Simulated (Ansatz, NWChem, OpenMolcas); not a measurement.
A ladder of methods for CS (carbon monosulfide)

The species is CS (2 atoms), meant as a singlet with charge 0. SMILES: `[C-]#[S+]`. The bond length is the measured one.

```tsv
atom	x (Å)	y (Å)	z (Å)
C	0.0000	0.0000	0.0000
S	0.0000	0.0000	1.5349
```

Each level gives the vertical energy of the triplet above the singlet (eV). The values are calculated.

```csv
level,kind,program,value (eV),CPU time (all runs)
B3LYP/cc-pVTZ,global hybrid,NWChem,3.34,43 s
PBE0/cc-pVTZ,global hybrid,OpenMolcas,3.18,17 s
B2PLYP/cc-pVTZ,double hybrid,Ansatz,3.47,6.5 s
PBE-QIDH/cc-pVTZ,double hybrid,Ansatz,3.35,7.6 s
RPA@PBE/cc-pVTZ,RPA,Ansatz,3.50,14 s
MP3/cc-pVTZ,perturbation theory,NWChem,3.70,2.1 min
BCCD(T)/cc-pVTZ,coupled cluster or CI,Ansatz,3.48,9.3 s
CCSD/cc-pVTZ,coupled cluster or CI,Ansatz,3.37,6.7 s
FCI/STO-3G,exact in the basis,Ansatz,3.49,0.4 s
```

The values span 3.18 to 3.70 eV. Spin contamination of the reference (⟨S²⟩ at least 0.1 too high) touches PBE-QIDH/cc-pVTZ, MP3/cc-pVTZ, BCCD(T)/cc-pVTZ, CCSD/cc-pVTZ. High-level rows in very small sets aren't better than simpler rows in larger ones. CPU times are rough (shared hosts, several kinds of processor): they show what a rung costs within a factor of a few.
